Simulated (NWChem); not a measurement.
## Correlation energy of hydrogen fluoride (HF)

SMILES: F
```xyz
2

F      0.0000     0.0000     0.0925
H      0.0000     0.0000    -0.8323
```
Charge 0, spin multiplicity 1.

The numbers come from NWChem runs, not from measurements. The geometry was optimised at B3LYP/def2-SVP, a minimum by its harmonic frequencies.

Basis set: def2-SVP. Each correlation energy counts from its own Hartree-Fock reference.

The correlated methods keep 1 core orbital frozen. No row is a measurement; the coupled-cluster row has its own basis-set and correlation limits.

Task: For the correlation energy, CCSD gives -205.2 mHa and CCSD(T) gives -207.0 mHa. What do MP2 give?

Result: MP2: -199.8 mHa.
